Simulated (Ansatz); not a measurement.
This geometry of H$_{4}$SSi$_{2}$ (7 atoms, charge 0, multiplicity 1) is a first-order saddle point.

These are results of RKS PBE-D4/def2-SVP in Ansatz 0.2.0, not measurements.

```xyz
7
Properties=species:S:1:pos:R:3
Si -1.011 0.576 -0.741
Si 0.006 -0.406 0.998
S 1.716 -1.436 0.100
H -1.101 0.474 -2.254
H -2.002 1.623 -0.300
H 0.286 1.161 0.915
H 2.106 -1.992 1.282
```

Q: Which two structures does it join? (They come from a converged band through this point; their orientation in space is the band's.)

A: Bonds broken: Si2–H6. Bonds formed: Si1–H6.

Image 0:

```xyz
7
Properties=species:S:1:pos:R:3
Si -0.873 1.040 -1.068
Si 0.070 -0.141 0.560
S 1.438 -1.746 0.141
H -1.304 0.106 -2.176
H -2.106 1.695 -0.482
H 0.499 0.523 1.842
H 2.276 -1.477 1.183
```

Image 6:

```xyz
7
Properties=species:S:1:pos:R:3
Si -0.721 0.899 -0.271
Si 0.257 -0.535 1.414
S 1.367 -1.613 -0.081
H -0.310 0.629 -1.698
H -2.226 0.786 -0.177
H -0.373 2.332 0.063
H 2.006 -2.497 0.749
```

Q: How far does it lie above each of them?

A: 0.58 eV above the first and 0.93 eV above the second. This is the barrier of this one path; another mechanism may lie lower. The orbitals stay closed-shell, which can raise the energy where a bond breaks towards radicals; this wasn't checked here.

Run time: 2 min on 1 thread of Intel(R) Xeon(R) Processor @ 2.70GHz, on a shared host, peak memory 0.14 GiB.
